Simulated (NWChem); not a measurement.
Molecule: CS; SMILES [C-]#[S+]

```xyz
2

C      0.0000     0.0000    -1.1104
S      0.0000     0.0000     0.4189
```
Atoms are numbered in this order, from 1.

Program: NWChem. The geometry was optimised at PBE0-D3(BJ)/def2-TZVP. Level: M06-2X/def2-SVP with SMD (1 M gas to 1 M solution), gas-phase geometry.

Q: Order these by “cavity-dispersion-structure term (kcal/mol)”, lowest first: ethylene glycol; chlorobenzene; methanol; water.

A: chlorobenzene (2.2), methanol (3.1), water (4.3), ethylene glycol (4.8)
